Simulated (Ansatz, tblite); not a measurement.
# The cluster Cu2Se: rung by rung

The task here is to estimate one member of a computed series from the others.

Computed with Ansatz 0.2.0, Gaussian basis. Level: as each input shows.

Levels to be run: GFN1-xTB, GFN2-xTB, PBE-D4/def2-TZVP, r2SCAN-D4/def2-TZVP, B97M-V/def2-TZVP, revPBE-D4/def2-TZVP, r2SCAN0-D4/def2-TZVP, HSE06-D4/def2-TZVP, BHLYP-D4/def2-TZVP, PBE-D4/def2-SVP, PBE0-D4/def2-SVP, PBE0-D4/def2-TZVPD, PBE-D4/def2-TZVPD, r2SCAN-D4/def2-TZVPD, CCSD(T)/def2-TZVPP, MP2/def2-TZVP, RPA/def2-TZVP.

### The relaxed structure

The geometry is that of the singlet, from an earlier relaxation (PBE0-D4/def2-TZVP). At that level it is the lowest of the isomers that a small search found.

3 atoms, charge 0, spin multiplicity 1.

Bond lengths: Cu1–Se3 2.225 Å, Cu2–Se3 2.225 Å. Angles: Cu1–Se3–Cu2 72.1°.

As a file:

```mol
Cu2Se
  3D, bonds by distance, orders not assigned

  3  2  0  0  0  0  0  0  0  0999 V2000
    0.7984   -0.5823   -1.0481 Cu  0  0
   -0.6263    1.2934    0.0985 Cu  0  0
   -0.1720   -0.7112    0.9497 Se  0  0
  1  3  8  0
  2  3  8  0
M  END
```

No spin-orbit coupling is included.

PBE0-D4/def2-TZVP was run before; its log isn't repeated, and its numbers join the tables.

The first run:

Tight binding, by tblite at 300 K electronic temperature and without a spin-polarisation term:

```python
tblite.interface.Calculator('GFN1-xTB', numbers, positions, charge=0, uhf=0).singlepoint()
```

Tight binding, by tblite at 300 K electronic temperature and without a spin-polarisation term:

```python
tblite.interface.Calculator('GFN2-xTB', numbers, positions, charge=0, uhf=0).singlepoint()
```

start.molden holds the orbitals of an earlier run on this state, given as this run's starting guess.

in.yaml reads:

```yaml
crystal:
  periodic: [false, false, false]
  atoms:
    - {symbol: Cu, position_ang: [0.798363, -0.582256, -1.048132]}
    - {symbol: Cu, position_ang: [-0.626330, 1.293448, 0.098456]}
    - {symbol: Se, position_ang: [-0.172033, -0.711193, 0.949676]}
basis:
  gaussian: {orbitals: def2-TZVP, initial_orbitals: start.molden}
hamiltonian: {xc: pbe, dispersion: d4}
scf: {omitted_lower_state_checks: [starts]}
output: {forces: true, orbitals: {seedname: orbitals}}
```

On the command line:

```
> ansatz run in.yaml --threads 4 --pin off --events-out ev --progress --plain --max-ram 3916MiB
```

Steps of the session up to this table: PBE-D4/def2-TZVP; r2SCAN-D4/def2-TZVP; B97M-V/def2-TZVP; revPBE-D4/def2-TZVP; r2SCAN0-D4/def2-TZVP; HSE06-D4/def2-TZVP; BHLYP-D4/def2-TZVP; PBE-D4/def2-SVP; PBE0-D4/def2-SVP; PBE0-D4/def2-TZVPD; PBE-D4/def2-TZVPD; r2SCAN-D4/def2-TZVPD; CCSD(T)/def2-TZVPP; MP2/def2-TZVP; RPA/def2-TZVP.

One of the session's tables, all rows but one given; the rest of the session is left out.

```
               level  HOMO (eV)  LUMO (eV)  gap (eV)
     PBE-D4/def2-SVP      -4.16      -2.97      1.19
    PBE-D4/def2-TZVP      -4.70      -3.39      1.31
   PBE-D4/def2-TZVPD          ?          ?         ?
 revPBE-D4/def2-TZVP      -4.61      -3.28      1.33
 r2SCAN-D4/def2-TZVP      -4.79      -3.17      1.63
r2SCAN-D4/def2-TZVPD      -4.89      -3.26      1.62
    B97M-V/def2-TZVP      -4.88      -3.36      1.52
    PBE0-D4/def2-SVP      -5.18      -2.11      3.08
   PBE0-D4/def2-TZVP      -5.62      -2.48      3.14
  PBE0-D4/def2-TZVPD      -5.72      -2.61      3.11
r2SCAN0-D4/def2-TZVP      -5.70      -2.35      3.36
  HSE06-D4/def2-TZVP      -5.23      -2.84      2.39
  BHLYP-D4/def2-TZVP      -6.41      -1.75      4.66
```

Estimate the missing values for PBE-D4/def2-TZVPD.

As computed: HOMO (eV): -4.81; LUMO (eV): -3.49; gap (eV): 1.32. In the column «HOMO (eV)» it lies between B97M-V/def2-TZVP (-4.88) and r2SCAN-D4/def2-TZVP (-4.79).
